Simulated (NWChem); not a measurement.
Program: NWChem. System: C₂H₃, charge 0, spin multiplicity 2, at a geometry optimised with UPBE0/def2-SVP. The structure started from a generated list of species. Its SCF solution wasn't tested for a lower state. Level: ROCCSD(T)/def2-TZVP, 2 core orbitals frozen.

Job file:

```
start mol
memory heap 100 mb stack 700 mb global 1900 mb
geometry units angstroms nocenter noautoz
  C      0.248874     0.680092     0.000000
  C     -0.117749    -0.578725     0.000000
  H     -0.221235     1.663789     0.000000
  H     -1.179057    -0.875017     0.000000
  H      0.613543    -1.396971     0.000000
  symmetry group Cs
end
basis spherical
  * library def2-tzvp
end
scf
  rohf
  nopen 1
  maxiter 100
  thresh 1e-7
  semidirect memsize 60000000 filesize 0
  # guess.movecs holds the orbitals of an unrestricted PBE0 run
  vectors input guess.movecs output mol.movecs
end
tce
  freeze core 2
  ccsd(t)
  2eorb
  2emet 13
  thresh 1e-6
  maxiter 100
  tilesize 24
end
task tce energy
```

Output (cleaned and shortened):

```
             Northwest Computational Chemistry Package (NWChem) 7.3.0
             --------------------------------------------------------

                                NWChem Input Module
                                -------------------

 Scaling coordinates for geometry "geometry" by  1.889725989
 (inverse scale =  0.529177249)

 Turning off AUTOSYM since
 SYMMETRY directive was detected!

                             Geometry "geometry" -> ""
                             -------------------------

 Output coordinates in angstroms (scale by  1.889725989 to convert to a.u.)

  No.       Tag          Charge          X              Y              Z
 ---- ---------------- ---------- -------------- -------------- --------------
    1 C                    6.0000     0.24887400     0.68009200     0.00000000
    2 C                    6.0000    -0.11774900    -0.57872500     0.00000000
    3 H                    1.0000    -0.22123500     1.66378900     0.00000000
    4 H                    1.0000    -1.17905700    -0.87501700     0.00000000
    5 H                    1.0000     0.61354300    -1.39697100     0.00000000

 Effective nuclear repulsion energy (a.u.)      28.2858510950

            Nuclear Dipole moment (a.u.)
            ----------------------------
        X                 Y               Z
 ---------------- ---------------- ----------------
     0.0000018897     0.0000056692     0.0000000000

      Symmetry information
      --------------------

 Group name             Cs
 Group number              2
 Group order               2
 No. of unique centers     5

      Symmetry unique atoms

     1    2    3    4    5


 Summary of "ao basis" -> "" (spherical)
 ------------------------------------------------------------------------------
       Tag                 Description            Shells   Functions and Types
 ---------------- ------------------------------  ------  ---------------------
 *                         def2-tzvp                  on all atoms

 Summary of "ao basis" -> "ao basis" (spherical)
 ------------------------------------------------------------------------------
[...]
 nrot:                          0

            Memory Information
            ------------------
          Available GA space size is     249024000 doubles
          Available MA space size is     104853276 doubles

 Maximum block size supplied by input
 Maximum block size        24 doubles

 tile_dim =     22

 -------------------------------------------------
   1    alpha     a'     4 doubles       0       1
   2    alpha     a'     1 doubles       4       2
   3    alpha     a"     1 doubles       5       3
   4    beta      a'     4 doubles       6       4
   5    beta      a"     1 doubles      10       5
   6    alpha     a'    16 doubles      11       6
   7    alpha     a'    17 doubles      27       7
   8    alpha     a'    17 doubles      44       8
   9    alpha     a"    22 doubles      61       9
  10    beta      a'     1 doubles      83      10
  11    beta      a'    16 doubles      84      11
  12    beta      a'    17 doubles     100      12
  13    beta      a'    17 doubles     117      13
  14    beta      a"    22 doubles     134      14

 Global array virtual files algorithm will be used

 Parallel file system coherency ......... OK

 4-electron integrals stored in orbital form

 v2    file size   =          4352122
 4-index algorithm nr.  13 is used
 imaxsize =       30
 imaxsize ichop =        0


CCSD iterations
 ---------------------------------------------------------
 Iter          Residuum       Correlation     Cpu    Wall
 ---------------------------------------------------------
    1   0.1445429727283  -0.2979296530043     0.4     0.4
    2   0.0402513081975  -0.3111007164421     0.4     0.4
    3   0.0169181998672  -0.3171686226575     0.4     0.4
    4   0.0083802888756  -0.3186622925053     0.4     0.4
    5   0.0047062412660  -0.3193244556721     0.4     0.4
    6   0.0023001193330  -0.3198013990939     0.4     0.4
    7   0.0013160002888  -0.3199881906834     0.4     0.4
    8   0.0009299506395  -0.3199645248444     0.4     0.4
    9   0.0006881060913  -0.3200012102050     0.4     0.4
   10   0.0005173792534  -0.3199969320914     0.4     0.4
   11   0.0001500053151  -0.3200262810945     0.4     0.4
   12   0.0000817669481  -0.3200322460375     0.4     0.4
   13   0.0000554473565  -0.3200324939001     0.4     0.4
   14   0.0000420159911  -0.3200314824908     0.4     0.4
   15   0.0000341533398  -0.3200314579814     0.4     0.4
   16   0.0000082712169  -0.3200302034944     0.4     0.4
   17   0.0000049926189  -0.3200307428497     0.4     0.4
   18   0.0000035687234  -0.3200307459921     0.4     0.4
   19   0.0000025973691  -0.3200308724285     0.4     0.4
   20   0.0000019299192  -0.3200308775899     0.4     0.4
   21   0.0000005858263  -0.3200310023914     0.4     0.4
 -----------------------------------------------------------------
 Iterations converged
 CCSD correlation energy / hartree =        -0.320031002391388
 CCSD total energy / hartree       =       -77.732518177746343

 Singles contributions

 Doubles contributions
     9a"  (alpha)     9a"  (beta ) ---     7a"  (alpha)     7a"  (beta )       -0.1049923090
 CCSD(T)
 Using plain CCSD(T) code
             total no. of tasks          753
 total no. of tasks / no. procs          753
                         wl_min            4           1.3
                         wl_max       526592           9.0
        thresh for no. of tasks          753

 CCSD[T]  correction energy / hartree =        -0.014439340862809
 CCSD[T] correlation energy / hartree =        -0.334470343254197
 CCSD[T] total energy / hartree       =       -77.746957518609150
 CCSD(T)  correction energy / hartree =        -0.013903632810697
 CCSD(T) correlation energy / hartree =        -0.333934635202085
 CCSD(T) total energy / hartree       =       -77.746421810557038

 Task  times  cpu:       17.7s     wall:       17.7s

 Total times  cpu:       17.7s     wall:       17.7s
```
